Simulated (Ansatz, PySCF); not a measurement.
Gas-phase reaction (SMILES): [LiH] (LiH) -> Li atom + H atom; the H-Li bond at the site shown breaks (other sites are not compared here).

Geometries: B3LYP-D3(BJ)/def2-TZVP minima from Ansatz (an electronic-structure program). Correlated levels leave the core frozen unless marked. Open shells are spin-unrestricted. No spin-orbit coupling. Non-relativistic. CBS marks a two-point X^-3 extrapolation of the correlation energy; Hartree-Fock from the larger set. Thermal terms are rigid-rotor harmonic-oscillator values from B3LYP-D3(BJ) frequencies (PySCF) at 298.15 K and 1 atm. 1 Eh = 627.5095 kcal/mol. Atoms have translation alone.

```json
[
 {"species": "[LiH] (LiH)", "E, CCSD(T)/CBS(def2-TZVPPD,def2-QZVPPD) (Ansatz) (Eh)": "-8.02458", "E, PBE0-D4/def2-TZVPD (Ansatz + dftd4) (Eh)": "-8.05154", "H - E (Eh)": "0.00655"},
 {"species": "Li atom", "E, CCSD(T)/CBS(def2-TZVPPD,def2-QZVPPD) (Ansatz) (Eh)": "-7.43274", "E, PBE0-D4/def2-TZVPD (Ansatz + dftd4) (Eh)": "-7.46705", "H - E (Eh)": "0.00236"},
 {"species": "H atom", "E, CCSD(T)/CBS(def2-TZVPPD,def2-QZVPPD) (Ansatz) (Eh)": "-0.49998", "E, PBE0-D4/def2-TZVPD (Ansatz + dftd4) (Eh)": "-0.50104", "H - E (Eh)": "0.00236"}
]
```

Q: Work out ΔE and ΔH at 298.15 K at the first level, then ΔH at the second.

A: 
1. ΔE = [(-7.43274) + (-0.49998)] - [(-8.02458)] = 0.09186 Eh = 57.6 kcal/mol at CCSD(T)/CBS(def2-TZVPPD,def2-QZVPPD).
2. The terms H - E add up to -0.00183 Eh, so ΔH = (0.09186 + (-0.00183))×627.5095 = 56.5 kcal/mol.
3. At PBE0-D4/def2-TZVPD the same steps give ΔE = 52.4 and ΔH = 51.2 kcal/mol, a shift of -5.3 from the first level.
4. These values are not checked against measurement here, since the tables used lack a sound gas-phase enthalpy of formation for at least one species.
